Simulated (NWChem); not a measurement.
# A workflow on the pair H2S···BNH6

Aim: the energy (singlet BNH8S, CAM-B3LYP-D3(0)/pcseg-1), then the energy (singlet H2S, CAM-B3LYP-D3(0)/pcseg-1), then a single-point energy (singlet BNH6, CAM-B3LYP-D3(0)/pcseg-1), then a single-point energy (singlet H2S, CAM-B3LYP-D3(0)/pcseg-1), then a single-point energy (singlet BNH6, CAM-B3LYP-D3(0)/pcseg-1) of BH8NS and its partners. 

The results are computed with NWChem 7.3.0.

## 1. The structure to begin with

The species is BNH8S (11 atoms), meant as a singlet with charge 0. The two molecules were placed rigidly side by side, at 0.9 times their contact distance; the pair isn't optimised.

Bond lengths: B4–N5 1.639 Å, S1–H2 1.341 Å, S1–H3 1.341 Å, B4–H6 1.212 Å, B4–H7 1.212 Å, B4–H8 1.212 Å, N5–H9 1.015 Å, N5–H10 1.015 Å, N5–H11 1.015 Å. Some angles: B4–N5–H9 110.9°, B4–N5–H10 110.9°, B4–N5–H11 110.9°, N5–B4–H6 105.3°, N5–B4–H7 105.3°, N5–B4–H8 105.3°, H9–N5–H10 108.0°, H9–N5–H11 108.0°, H10–N5–H11 108.0°, H6–B4–H7 113.3°.

## 2. A single-point energy at CAM-B3LYP-D3(0)/pcseg-1 (run 1)

File job.nw:

```
start job
memory stack 880 mb heap 220 mb global 1100 mb
geometry units angstroms noautosym nocenter noautoz
 S        0.495500      -0.280600       0.243900
 H        0.097900       0.997700       0.162400
 H       -0.593400      -0.717100      -0.406300
 B       -0.137430      -3.254600      -2.466430
 N        0.129660      -4.690310      -1.722840
 H       -1.294890      -3.291230      -2.824810
 H        0.076920      -2.412680      -1.621040
 H        0.649600      -3.221140      -3.387730
 H        1.085110      -4.751610      -1.386160
 H       -0.028090      -5.463680      -2.360920
 H       -0.490930      -4.807780      -0.928410
end
basis spherical bse
 S library pcseg-1
 H library pcseg-1
 B library pcseg-1
 N library pcseg-1
end
dft
 xc xcamb88 1.00 lyp 0.81 vwn_5 0.19 hfexch 1.00
 cam 0.33 cam_alpha 0.19 cam_beta 0.46
 mult 1
 disp vdw 3
 grid fine
 convergence energy 1e-08
 direct
 maxiter 100
 mulliken
 print low
end
task dft energy
```

On the command line:

```bash
$ nwchem job.nw > job.out
```

What it wrote:

```text
[...]
 d= 0,ls=0.0,diis     1   -482.4828291203 -5.75D+02  6.63D-03  3.39D-01     5.0
[...]
 d= 0,ls=0.0,diis     8   -482.5306373081 -3.53D-09  8.69D-07  2.26D-09    38.7
         Total DFT energy =     -482.530637308127
      One electron energy =     -844.977109542049
           Coulomb energy =      309.874572566851
    Exchange-Corr. energy =      -39.560379160534
 Nuclear repulsion energy =       92.135003391586
    Dispersion correction =       -0.002724563982
[...]
      Total Density - Mulliken Population Analysis
     ---------------------------------------------
    Atom       Charge   Shell Charges
 -----------   ------   -------------------------------------------------------
    1 S   16    16.22   2.00  1.99  1.21  0.63  5.99  3.25  1.10  0.06
    2 H    1     0.90   0.72  0.16  0.02
    3 H    1     0.87   0.71  0.14  0.02
    4 B    5     5.00   1.99  0.60  0.24  1.68  0.45  0.04
    5 N    7     7.28   1.99  0.83  0.57  2.55  1.32  0.02
    6 H    1     1.11   0.78  0.32  0.01
    7 H    1     1.15   0.78  0.37  0.01
    8 H    1     1.10   0.78  0.31  0.01
    9 H    1     0.79   0.71  0.04  0.03
   10 H    1     0.79   0.71  0.04  0.03
[...]
```

It took 39 s on 1 thread of Intel Xeon Platinum 8259CL at 2.50GHz (Skylake/Cascade Lake), shared host; peak memory 0.12 GiB.

## 3. H2S: the energy at CAM-B3LYP-D3(0)/pcseg-1 (run 2)

File h2s.nw:

```
start h2s
title "H2S energy"
memory total 2200 mb
geometry units angstrom noautosym nocenter noautoz
S        0.495500      -0.280600       0.243900
H        0.097900       0.997700       0.162400
H       -0.593400      -0.717100      -0.406300
end
basis spherical bse
* library pcseg-1
end
dft
xc xcamb88 1.00 lyp 0.81 vwn_5 0.19 hfexch 1.00
cam 0.33 cam_alpha 0.19 cam_beta 0.46
disp vdw 3
grid fine
convergence energy 1e-08
direct
maxiter 100
mulliken
print low
end
task dft energy
```

On the command line:

```bash
$ nwchem h2s.nw > h2s.out
```

What it wrote:

```text
[...]
 d= 0,ls=0.0,diis     1   -399.3658069682 -4.12D+02  1.23D-02  1.25D-01     0.4
[...]
 d= 0,ls=0.0,diis     7   -399.3829770604 -1.99D-09  9.61D-07  4.98D-11     1.7
         Total DFT energy =     -399.382977060353
      One electron energy =     -576.706104143885
           Coulomb energy =      190.828424112841
    Exchange-Corr. energy =      -26.404340686528
 Nuclear repulsion energy =       12.899080413221
    Dispersion correction =       -0.000036756003
[...]
      Total Density - Mulliken Population Analysis
     ---------------------------------------------
    Atom       Charge   Shell Charges
 -----------   ------   -------------------------------------------------------
    1 S   16    16.22   2.00  1.99  1.21  0.62  5.99  3.25  1.10  0.06
    2 H    1     0.89   0.72  0.16  0.02
    3 H    1     0.89   0.72  0.16  0.02
[...]
```

It took 2.3 s on 1 thread of Intel Xeon Platinum 8259CL at 2.50GHz (Skylake/Cascade Lake), shared host; peak memory 0.12 GiB.

## 4. BNH6: the energy at CAM-B3LYP-D3(0)/pcseg-1 (run 3)

File work.nw:

```
start work
memory stack 880 mb heap 220 mb global 1100 mb
geometry units bohr noautosym nocenter noautoz
 B   -0.25970506  -6.15030265  -4.66087721
 N    0.24502189  -8.86340134  -3.25569576
 H   -2.44698746  -6.21952331  -5.33811725
 H    0.14535773  -4.55930443  -3.06332164
 H    1.22756609  -6.08707241  -6.40188188
 H    2.05056072  -8.97924155  -2.61946276
 H   -0.05308241 -10.32485883  -4.46149220
 H   -0.92772325  -9.08538747  -1.75444063
end
basis spherical bse
 B library pcseg-1
 N library pcseg-1
 H library pcseg-1
end
dft
 xc xcamb88 1.00 lyp 0.81 vwn_5 0.19 hfexch 1.00
 cam 0.33 cam_alpha 0.19 cam_beta 0.46
 disp vdw 3
 grid fine
 convergence energy 1e-08
 direct
 iterations 100
 mulliken
 noprint "final vectors analysis"
end
task dft
```

On the command line:

```bash
$ nwchem work.nw > work.out
```

What it wrote:

```text
[...]
          Wavefunction type:  closed shell.
          No. of atoms     :     8
          No. of electrons :    18
[...]
          Charge           :     0
          Spin multiplicity:     1
[...]
          AO basis - number of functions:    58
[...]
              XC Information
              --------------
                     Hartree-Fock (Exact) Exchange  1.000
                   CAM-Becke88 Exchange Functional  1.000
                      VWN V Correlation Functional  0.190 local
              Lee-Yang-Parr Correlation Functional  0.810
[...]
 d= 0,ls=0.0,diis     1    -83.1148078409 -1.24D+02  7.46D-03  2.18D-01     2.1
[...]
 d= 0,ls=0.0,diis     8    -83.1463131224 -5.89D-10  4.87D-07  4.57D-10    15.2
         Total DFT energy =      -83.146313122434
      One electron energy =     -191.031899461989
           Coulomb energy =       80.282334002355
    Exchange-Corr. energy =      -13.149908309620
 Nuclear repulsion energy =       40.754591735498
    Dispersion correction =       -0.001431088678
[...]
      Total Density - Mulliken Population Analysis
     ---------------------------------------------
    Atom       Charge   Shell Charges
 -----------   ------   -------------------------------------------------------
    1 B    5     5.03   1.99  0.60  0.26  1.68  0.47  0.04
    2 N    7     7.28   1.99  0.83  0.57  2.55  1.32  0.02
    3 H    1     1.11   0.78  0.32  0.01
    4 H    1     1.11   0.78  0.32  0.01
    5 H    1     1.11   0.78  0.32  0.01
    6 H    1     0.79   0.71  0.04  0.03
    7 H    1     0.79   0.71  0.04  0.03
    8 H    1     0.79   0.71  0.04  0.03
[...]
```

Run time: 16 s. Hardware: 1 thread of Intel Xeon Platinum 8259CL at 2.50GHz (Skylake/Cascade Lake), shared host; peak memory 0.12 GiB.

## 5. H2S among ghost functions: the energy at CAM-B3LYP-D3(0)/pcseg-1 (with ghost functions) (run 4)

File m1.nw:

```
start m1
memory 2200 mb

geometry units bohr noautosym nocenter noautoz
   S      0.93635929    -0.53025715     0.46090420
   H      0.18500419     1.88537975     0.30689152
   H     -1.12136348    -1.35512260    -0.76779572
   bqB     -0.259705    -6.150303    -4.660877
   bqN      0.245022    -8.863401    -3.255696
   bqH     -2.446987    -6.219523    -5.338117
   bqH      0.145358    -4.559304    -3.063322
   bqH      1.227566    -6.087072    -6.401882
   bqH      2.050561    -8.979242    -2.619463
   bqH     -0.053082   -10.324859    -4.461492
   bqH     -0.927723    -9.085387    -1.754441
end

basis spherical bse
   S library pcseg-1
   H library pcseg-1
   bqB library B pcseg-1
   bqN library N pcseg-1
   bqH library H pcseg-1
end

dft
   xc xcamb88 1.00 lyp 0.81 vwn_5 0.19 hfexch 1.00
   cam 0.33 cam_alpha 0.19 cam_beta 0.46
   disp vdw 3
   grid fine
   convergence energy 1e-08
   direct
   iterations 100
   mulliken
   print low
end

task dft
```

On the command line:

```bash
$ nwchem m1.nw > m1.out
```

What it wrote:

```text
[...]
 d= 0,ls=0.0,diis     1   -399.3659745985 -4.12D+02  4.40D-03  1.25D-01     4.3
[...]
 d= 0,ls=0.0,diis     7   -399.3831405151 -2.05D-09  3.08D-07  5.44D-11    34.0
         Total DFT energy =     -399.383140515081
      One electron energy =     -576.703657064726
           Coulomb energy =      190.825348806917
    Exchange-Corr. energy =      -26.403875028482
 Nuclear repulsion energy =       12.899079527232
    Dispersion correction =       -0.000036756022
[...]
      Total Density - Mulliken Population Analysis
     ---------------------------------------------
    Atom       Charge   Shell Charges
 -----------   ------   -------------------------------------------------------
    1 S   16    16.21   2.00  1.99  1.21  0.63  5.99  3.25  1.08  0.06
    2 H    1     0.89   0.72  0.16  0.02
    3 H    1     0.89   0.71  0.16  0.02
    4 X    0    -0.00   0.00  0.00 -0.00 -0.00 -0.00 -0.00
    5 X    0     0.00  -0.00 -0.00  0.00 -0.00  0.00  0.00
    6 X    0     0.00   0.00 -0.00  0.00
    7 X    0     0.01  -0.00  0.01  0.00
    8 X    0     0.00   0.00  0.00  0.00
    9 X    0     0.00   0.00  0.00  0.00
   10 X    0    -0.00  -0.00 -0.00 -0.00
[...]
```

Wall time 35 s (1 thread of Intel Xeon Platinum 8259CL at 2.50GHz (Skylake/Cascade Lake), shared host); peak memory 0.12 GiB.

## 6. BNH6 among ghost functions: the energy at CAM-B3LYP-D3(0)/pcseg-1 (with ghost functions) (run 5)

File nw.nw:

```
start nw
title "BH6N energy"
memory 2200 mb

geometry units atomic noautosym nocenter noautoz
   B  -0.25970506 -6.15030265 -4.66087721
   N   0.24502189 -8.86340134 -3.25569576
   H  -2.44698746 -6.21952331 -5.33811725
   H   0.14535773 -4.55930443 -3.06332164
   H   1.22756609 -6.08707241 -6.40188188
   H   2.05056072 -8.97924155 -2.61946276
   H  -0.05308241 -10.32485883 -4.46149220
   H  -0.92772325 -9.08538747 -1.75444063
   bqS      0.936359    -0.530257     0.460904
   bqH      0.185004     1.885380     0.306892
   bqH     -1.121363    -1.355123    -0.767796
end

basis "ao basis" spherical bse
   B library pcseg-1
   N library pcseg-1
   H library pcseg-1
   bqS library S pcseg-1
   bqH library H pcseg-1
end

dft
   xc xcamb88 1.00 lyp 0.81 vwn_5 0.19 hfexch 1.00
   cam 0.33 cam_alpha 0.19 cam_beta 0.46
   disp vdw 3
   grid fine
   convergence energy 1e-08
   direct
   iterations 100
   mulliken
   print low
end

task dft energy
```

On the command line:

```bash
$ nwchem nw.nw > nw.out
```

What it wrote:

```text
[...]
 d= 0,ls=0.0,diis     1    -83.1147881467 -1.24D+02  5.11D-03  2.19D-01     4.5
[...]
 d= 0,ls=0.0,diis     8    -83.1463662760 -5.96D-10  3.24D-07  4.62D-10    36.0
         Total DFT energy =      -83.146366275983
      One electron energy =     -191.030978100151
           Coulomb energy =       80.281182903942
    Exchange-Corr. energy =      -13.149731726595
 Nuclear repulsion energy =       40.754591735498
    Dispersion correction =       -0.001431088678
[...]
      Total Density - Mulliken Population Analysis
     ---------------------------------------------
    Atom       Charge   Shell Charges
 -----------   ------   -------------------------------------------------------
    1 B    5     5.04   1.99  0.60  0.26  1.68  0.48  0.04
    2 N    7     7.28   1.99  0.83  0.57  2.55  1.32  0.02
    3 H    1     1.11   0.78  0.32  0.01
    4 H    1     1.10   0.78  0.31  0.01
    5 H    1     1.10   0.78  0.32  0.01
    6 H    1     0.79   0.71  0.04  0.03
    7 H    1     0.79   0.71  0.04  0.03
    8 H    1     0.79   0.71  0.04  0.03
    9 X    0     0.00   0.00  0.00 -0.00 -0.00  0.00 -0.00  0.00 -0.00
   10 X    0     0.00  -0.00  0.00  0.00
[...]
```

It took 37 s on 1 thread of Intel Xeon Platinum 8259CL at 2.50GHz (Skylake/Cascade Lake), shared host; peak memory 0.12 GiB.

## 7. What came out

| quantity | value |
| --- | --- |
| run 1, CAM-B3LYP-D3(0)/pcseg-1: total energy | -482.53064 Eh |
| run 1, CAM-B3LYP-D3(0)/pcseg-1: dispersion energy | -7.15 kJ/mol |
| H2S: total energy | -399.38298 Eh |
| H2S: dispersion energy | -0.10 kJ/mol |
| BNH6: total energy | -83.14631 Eh |
| BNH6: dipole moment | 5.71 D |
| BNH6: dispersion energy | -3.76 kJ/mol |
| H2S among ghost functions: total energy | -399.38314 Eh |
| H2S among ghost functions: dispersion energy | -0.10 kJ/mol |
| BNH6 among ghost functions: total energy | -83.14637 Eh |
| BNH6 among ghost functions: dispersion energy | -3.76 kJ/mol |
| interaction energy of the rigid parts H2S and BNH6 (parts in their own basis; closest atoms 2.19 Å apart) | -0.037 eV |
| interaction energy of the rigid parts H2S and BNH6 (parts in the whole basis, counterpoise; closest atoms 2.19 Å apart) | -0.031 eV |

In words: The interaction energy of the rigid parts H2S and BNH6 (parts in their own basis; closest atoms 2.19 Å apart) is −0.04 eV (−0.8 kcal/mol): the parts attract. Without counterpoise this holds the superposition error of the basis. The interaction energy of the rigid parts H2S and BNH6 (parts in the whole basis, counterpoise; closest atoms 2.19 Å apart) is −0.03 eV (−3.0 kJ/mol): the parts attract. The basis-set superposition error is 0.6 kJ/mol. Mulliken charges (run 1, CAM-B3LYP-D3(0)/pcseg-1) run from -0.28 on N5 to +0.21 on H9; they depend strongly on the basis. Mulliken charges (BNH6) run from -0.28 on N2 to +0.21 on H6; they depend strongly on the basis.
